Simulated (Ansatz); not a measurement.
Reaction (SMILES): [O+]#[Si-] (O-Si) + 3 [H][H] (H2) → O (H2O) + [SiH4] (SiH4)
B3LYP-D3(BJ)/def2-TZVP geometries, fixed; electronic energies without zero-point terms.
Largest species:
```xyz
5

Si     0.0000     0.0000     0.0000
H      0.8756     0.8547     0.8331
H     -0.8222    -0.8655     0.8753
H     -0.8862     0.8545    -0.8220
H      0.8328    -0.8437    -0.8864
```

Basis-set convergence of the energy of full hydrogenation at CCSD(T) with Ansatz (a program for electronic structure). Cartesian d functions, on some or all atoms, in 6-31G*, 6-31+G*, 6-311G**, 6-311+G**; all else is spherical. Cores are frozen. No added dispersion term, no relativity. Functions are those of the species that has most. Reference: Hartree-Fock in aug-cc-pV(Q+d)Z plus the correlation part extrapolated as X^-3 from aug-cc-pV(T+d)Z and aug-cc-pV(Q+d)Z, -38.28 kcal/mol, itself unsure by roughly 0.21 kcal/mol (a third of the extrapolation step and of the last Hartree-Fock step). Deviations are taken from unrounded values.

```csv
basis,functions,energy of full hydrogenation (kcal/mol)
6-31G*,34,-16.66
6-31+G*,42,-19.59
def2-SVP,38,-39.00
def2-SVPD,56,-45.76
pcseg-1,38,-33.98
aug-pcseg-1,63,-37.82
cc-pV(D+d)Z,43,-37.09
aug-cc-pV(D+d)Z,68,-42.19
6-311G**,51,-35.35
6-311+G**,55,-37.06
def2-TZVP,68,-31.80
def2-TZVPD,83,-33.34
pcseg-2,90,-37.75
aug-pcseg-2,142,-37.06
cc-pV(T+d)Z,95,-35.33
aug-cc-pV(T+d)Z,147,-37.13
def2-TZVPP,98,-37.36
def2-TZVPPD,116,-37.94
cc-pV(Q+d)Z,184,-37.39
aug-cc-pV(Q+d)Z,273,-37.90
def2-QZVPP,190,-38.04
def2-QZVPPD,208,-38.32
pcseg-3,196,-37.36
aug-pcseg-3,285,-37.45
```

What the diffuse functions change, pair by pair:
- 6-31G* to 6-31+G*: 8 more functions, deviation 21.61 to 18.69 kcal/mol
- def2-SVP to def2-SVPD: 18 more functions, deviation -0.72 to -7.49 kcal/mol
- pcseg-1 to aug-pcseg-1: 25 more functions, deviation 4.30 to 0.45 kcal/mol
- cc-pV(D+d)Z to aug-cc-pV(D+d)Z: 25 more functions, deviation 1.19 to -3.92 kcal/mol
- 6-311G** to 6-311+G**: 4 more functions, deviation 2.93 to 1.22 kcal/mol
- def2-TZVP to def2-TZVPD: 15 more functions, deviation 6.47 to 4.94 kcal/mol
- pcseg-2 to aug-pcseg-2: 52 more functions, deviation 0.53 to 1.21 kcal/mol
- cc-pV(T+d)Z to aug-cc-pV(T+d)Z: 52 more functions, deviation 2.95 to 1.15 kcal/mol
- def2-TZVPP to def2-TZVPPD: 18 more functions, deviation 0.92 to 0.34 kcal/mol
- cc-pV(Q+d)Z to aug-cc-pV(Q+d)Z: 89 more functions, deviation 0.89 to 0.37 kcal/mol
- def2-QZVPP to def2-QZVPPD: 18 more functions, deviation 0.23 to -0.05 kcal/mol
- pcseg-3 to aug-pcseg-3: 89 more functions, deviation 0.92 to 0.83 kcal/mol

Leaving out the reference's own pair, they bring the value nearer the reference by more than 0.21 kcal/mol in 6 of 11 pairs.
